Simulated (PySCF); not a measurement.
**Telling isomers of C₂H₂F₄ apart by NMR**

- coordinates at the PBE0-D3(BJ)/def2-SVP level
- J couplings at B3LYP/pcJ-1
- σ from GIAO-PBE0/pcSseg-1
- code: PySCF 2.14.0 with density-fitted response routines
- one computed conformer, no solvent model, one averaged value for each set of equivalent atoms, relativity neglected

Shifts are taken against calculated references (same method and geometry level): TMS for ¹H and ¹³C. Multiplet labels drop J under 1 Hz and among equivalent protons, and merge close values. Unscaled 3J(H,H) run several per cent high. Vicinal couplings that depend on rotamer populations or ring flexing (ring, CH–CH, X–H and H–F types) are those of the one conformer. One-bond C–F couplings are unscaled and too large by tens of Hz. Shifts are as computed. Against solution values, carbons near 30 ppm lie about +2 ppm off and those near 130 ppm about +5 ppm. Of 1211 compounds with measured shifts, 218 miss one by over three times the rms of a fit or turn the order of signals round; such compounds aren't used in these exercises.

(1) Tabulate the signals of `FC(F)C(F)F`, `FCC(F)(F)F` and their relative energies.

(2) What is the quickest way to tell FC(F)C(F)F from FCC(F)(F)F?

## Answers

(1) 
```json
{"SMILES": "FC(F)C(F)F", "carbon types": "2×CH", "δC": "113.8", "δH": "5.63 (m, 2H)", "E rel. (kcal/mol)": "7.7"}
{"SMILES": "FCC(F)(F)F", "carbon types": "1×C 1×CH2", "δC": "127.5, 80.7", "δH": "4.42 (dq, 2H)", "E rel. (kcal/mol)": "0.0"}
```

Energies are electronic energies at PBE0/pcSseg-1 on these geometries, without zero-point or thermal terms, each for the one conformer computed, which needn't be the lowest.

(2) Count the carbon signals: 1 against 2. The first has an sp3 CH bonded to 2 F at 113.8 ppm, the second a CF3 carbon (C) at 127.5 ppm. In the proton spectra the most deshielded non-exchanging signals are 5.63 (m, 2H) and 4.42 (dq, J = 53.0, 8.7 Hz, 2H).
